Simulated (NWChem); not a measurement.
## Correlation energy of P

SMILES: [P]
```xyz
1

P      0.0000     0.0000     0.0000
```
Charge 0, spin multiplicity 4.

All runs are NWChem calculations.

Basis set: cc-pVTZ. Each correlation energy counts from its own Hartree-Fock reference.

The correlated methods keep 5 core orbitals frozen. The stability of the SCF solutions was not checked. Open-shell Hartree-Fock references start from PBE0 orbitals. No row is a measurement; the coupled-cluster row has its own basis-set and correlation limits.

```json
[
 {"method": "CCSD on UHF", "correlation energy (mHa)": "?"},
 {"method": "URI-MP2", "correlation energy (mHa)": "-83.3"},
 {"method": "SCS-UMP2", "correlation energy (mHa)": "?"},
 {"method": "CCSD[T] on UHF", "correlation energy (mHa)": "-104.7"},
 {"method": "CCSDT on ROHF", "correlation energy (mHa)": "?"},
 {"method": "CCSD on ROHF", "correlation energy (mHa)": "?"},
 {"method": "CCSD[T] on ROHF", "correlation energy (mHa)": "-105.4"},
 {"method": "CCSD(T) on UHF", "correlation energy (mHa)": "-104.7"},
 {"method": "CCSD(T) on ROHF", "correlation energy (mHa)": "-105.4"},
 {"method": "UMP2", "correlation energy (mHa)": "-83.3"}
]
```

### Question
Some entries are withheld; supply them.

### Answer

- CCSD on UHF, correlation energy (mHa): -100.9
- SCS-UMP2, correlation energy (mHa): -80.2
- CCSDT on ROHF, correlation energy (mHa): -105.7
- CCSD on ROHF, correlation energy (mHa): -101.2
